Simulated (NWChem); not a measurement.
Program: NWChem. System: silicon monoxide (OSi), charge 0, spin multiplicity 1, at a geometry optimised with PBE/def2-SVP. Level: MP2/def2-TZVP, 6 core orbitals frozen.

NWChem printed:

```
             Northwest Computational Chemistry Package (NWChem) 7.3.0
             --------------------------------------------------------

                                NWChem Input Module
                                -------------------

 Scaling coordinates for geometry "geometry" by  1.889725989
 (inverse scale =  0.529177249)

 Turning off AUTOSYM since
 SYMMETRY directive was detected!

                             Geometry "geometry" -> ""
                             -------------------------

 Output coordinates in angstroms (scale by  1.889725989 to convert to a.u.)

  No.       Tag          Charge          X              Y              Z
 ---- ---------------- ---------- -------------- -------------- --------------
    1 Si                  14.0000     0.00000000     0.00000000     0.56187700
    2 O                    8.0000     0.00000000     0.00000000    -0.98328500

 Effective nuclear repulsion energy (a.u.)      38.3570472792

            Nuclear Dipole moment (a.u.)
            ----------------------------
        X                 Y               Z
 ---------------- ---------------- ----------------
     0.0000000000     0.0000000000    -0.0000037795

      Symmetry information
      --------------------

 Group name             C2v
 Group number             16
 Group order               4
 No. of unique centers     2

      Symmetry unique atoms

     1    2


 Summary of "ao basis" -> "" (spherical)
 ------------------------------------------------------------------------------
       Tag                 Description            Shells   Functions and Types
 ---------------- ------------------------------  ------  ---------------------
 *                         def2-tzvp                  on all atoms

 Summary of "ao basis" -> "ao basis" (spherical)
 ------------------------------------------------------------------------------
       Tag                 Description            Shells   Functions and Types
 ---------------- ------------------------------  ------  ---------------------
 Si                        def2-tzvp                13       37   5s5p2d1f
 O                         def2-tzvp                11       31   5s3p2d1f

                                 NWChem SCF Module
                                 -----------------

  ao basis        = "ao basis"
  functions       =    68
  atoms           =     2
  closed shells   =    11
  open shells     =     0
  charge          =   0.00
[...]
  Mulliken analysis of the total density
  --------------------------------------

    Atom       Charge   Shell Charges
 -----------   ------   -------------------------------------------------------
    1 Si  14    13.41   2.00  0.59  1.38  1.05  0.80  4.10  1.74  0.43  0.79  0.24  0.12  0.12  0.04
    2 O    8     8.59   0.79  1.18  0.59  0.96  0.30  1.78  1.98  0.99  0.00  0.02  0.00

       Multipole analysis of the density wrt the origin
       ------------------------------------------------

     L   x y z        total         open         nuclear
     -   - - -        -----         ----         -------
     0   0 0 0     -0.000000      0.000000     22.000000

     1   1 0 0     -0.000000      0.000000      0.000000
     1   0 1 0     -0.000000      0.000000      0.000000
     1   0 0 1      1.518038      0.000000     -0.000004

     2   2 0 0    -11.952866      0.000000      0.000000
     2   1 1 0     -0.000000      0.000000      0.000000
     2   1 0 1      0.000000      0.000000      0.000000
     2   0 2 0    -11.952866      0.000000      0.000000
     2   0 1 1      0.000000      0.000000      0.000000
     2   0 0 2    -15.787150      0.000000     43.405129

                   NWChem MP2 Semi-direct Energy/Gradient Module
                   ---------------------------------------------

  Basis functions       =     68
  Molecular orbitals    =     68
  Frozen core           =      6
  Frozen virtuals       =      0
  Active alpha occupied =      5
  Active beta occupied  =      5
  Active alpha virtual  =     57
  Active beta virtual   =     57
  Use MO symmetry       = T
  Use skeleton AO sym   = T

  AO/Fock/Back tols     =   1.0D-09  1.0D-09  1.0D-09

 GA uses MA = F    GA memory limited = T

 Available:
  local mem=  1.15D+08
 global mem=  1.31D+08
 local disk=  0.00D+00
  mp2_memr nvloc                    57
  nvloc new                    57
   1 passes of   5:        4194304                      23677                   2275443.
   1 passes of   5: M    114681724           G      131062752           F     110487420.

 Semi-direct pass number   1 of   1  for RHF alpha+beta  at        1.0s
  vrange nnbf                  2340
  mp2_eaftype                    10  avail_ma_in_mb                   999
 EAF : mp2_eaftype filesize          10    1137722.
  mp2_eaf for mointskh                     10
Node 0 wrote      5.3 Mb in      0.0 s     Agg I/O rate:  1757.3 Mb/s
 Done moints_semi at        2.6s
  mp2_eaftype                    10  avail_ma_in_mb                   989
 EAF : mp2_eaftype filesize          10    1137722.
  mp2_eaf for kh                    10
 Done maket at        2.7s
 Done multipass loop at        2.7s

          -------------------------------------------
          SCF energy                -363.837370530687
          Correlation energy          -0.337821983279
          Singlet pairs               -0.209472484239
          Triplet pairs               -0.128349499040
          Total MP2 energy          -364.175192513966
          -------------------------------------------

          ---------------------------------------------------
                    Spin Component Scaled (SCS) MP2
          Same spin pairs                     -0.085566332693
          Same spin scaling factor             0.333333333333
          Opposite spin pairs                 -0.252255650585
          Opposite spin scaling fact.          1.200000000000
          SCS-MP2 correlation energy          -0.331228891600
          Total SCS-MP2 energy              -364.168599422287
          ---------------------------------------------------

 -----------------------
 Performance information
 -----------------------

 Timer overhead =  2.37D-07 seconds/call

               Nr. of calls         CPU time (s)                 Wall time (s)                GFlops
             ---------------    -------------------     ------------------------------   -------------------
Name         Min   Avg   Max    Min     Avg     Max     Min     Avg     Max   Mx/calls   Min     Max     Sum
mp2: moin     1     1     1    1.6     1.6     1.6      1.6     1.6     1.6     1.6      0.0     0.0     0.0
mp2: make     1     1     1   4.54E-2 4.54E-2 4.54E-2  4.54E-2 4.54E-2 4.54E-2 4.54E-2   0.0     0.0     0.0
mp2: tota     1     1     1    1.7     1.7     1.7      1.7     1.7     1.7     1.7      0.0     0.0     0.0

 The average no. of pstat calls per process was 3.00D+00
 with a timing overhead of 7.10D-07s

 Task  times  cpu:        2.7s     wall:        2.7s

 Total times  cpu:        2.7s     wall:        2.7s
```

Problem. Write an NWChem input that would produce this output.

Solution. This is not unique; one that fits is 
```
start mol
memory heap 200 mb stack 800 mb global 1000 mb
geometry units angstroms nocenter noautoz
  Si     0.000000     0.000000     0.561877
  O      0.000000     0.000000    -0.983285
  symmetry group C2v
end
basis spherical
  * library def2-tzvp
end
scf
  rhf
  nopen 0
  maxiter 100
  thresh 1e-7
  semidirect memsize 60000000 filesize 0
end
mp2
  freeze core 6
end
task mp2 energy
```
